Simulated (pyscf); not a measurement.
**Four-centre exchange: H₂N–NH₂ + GeH₂ [singlet] → H₂N–NH–GeH: [singlet] + H₂**

Gas phase, singlet surface, charge 0. Bonds broken: N1–H3, Ge7–H8. Bonds formed: N1–Ge7, H3–H8. Structures and frequencies: ωB97X-D3(BJ)/def2-SVP in PySCF.

Transition state (Å):

```xyz
9

N     -1.3732     0.1311    -0.7398
N     -1.5780     0.3404     0.6414
H     -0.4739    -0.9847    -1.1096
H     -2.2451     0.2606    -1.2490
H     -1.1367    -0.4208     1.1590
H     -1.1051     1.1941     0.9415
Ge     0.2998     0.5999    -1.7233
H      0.3595    -1.2787    -1.4740
H      1.0806     0.7123    -0.3446
```

One imaginary mode, 1319i cm⁻¹; descent along it reached the two sides named, in the forms told below.

| bond | change | reactant side (Å) | saddle | product side |
|---|---|---|---|---|
| N1–H3 | breaks | 1.023 | 1.480 | 2.7 |
| Ge7–H8 | breaks | 1.599 | 1.896 | 4.0 |
| N1–Ge7 | forms | 2.175 | 1.997 | 1.815 |
| H3–H8 | forms | 2.496 | 0.956 | 0.761 |

Electronic energies relative to the separated reactants (kcal/mol):

```csv
level,barrier,reaction energy,reverse barrier
ωB97X-D3(BJ)/def2-TZVP,9.0,-17.5,26.5
PBE/def2-TZVP,3.4,-18.9,22.3
r²SCAN/def2-TZVP,3.9,-20.1,24.0
B3LYP-D3(BJ)/def2-TZVP,8.5,-18.0,26.5
PBE0-D3(BJ)/def2-TZVP,5.8,-16.8,22.6
M06-2X/def2-TZVP,9.0,-18.4,27.4
ωB97M-D3(BJ)/def2-TZVP,10.7,-15.6,26.3
HF/def2-TZVP,30.1,-7.5,37.6
```

With ωB97M-D3(BJ)/def2-TZVP energies and thermal terms (ideal gas, 1 atm, RRHO with modes under 100 cm⁻¹ raised to 100, one conformer, R ln 2 for chiral ones without a mode under 150 cm⁻¹), in kcal/mol:

| T (K) | ΔH‡ | ΔG‡ | ΔH | ΔG |
|---|---|---|---|---|
| 298 | 9.3 | 19.8 | -17.8 | -15.7 |
| 600 | 9.5 | 30.5 | -16.6 | -14.0 |
| 900 | 10.3 | 40.9 | -15.6 | -12.9 |
| 1200 | 11.1 | 50.9 | -14.9 | -12.1 |

On the reactant side the descent ends in an adduct with a Ge–N contact, 29.3 kcal/mol under the separated species and 38.2 kcal/mol under the saddle at ωB97X-D3(BJ)/def2-TZVP. What is counted as formed (Ge–N) is already present as a longer contact in the reactant adduct; forming that adduct is a step of its own. At the saddle there is also a short Ge–H contact that neither side keeps. This is the saddle that the search found; another between the same sides may lie lower. Elements up to Kr have no core potential and no relativistic terms here.
